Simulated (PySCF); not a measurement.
nitric oxide (NO), SMILES [N]=O, multiplicity 2.

Geometry: PBE-D3(BJ)/def2-TZVPD.

Level of theory: PBE-D3(BJ)/def2-TZVPD in PySCF 2.14.0.

Harmonic, unscaled wavenumbers; measured fundamentals usually lie a few per cent lower.

```json
[
 {"mode": "1", "ν (cm⁻¹)": "1890", "IR (km/mol)": "33.1", "moving atoms (share of kinetic energy)": "N 53 %, O 47 %"}
]
```
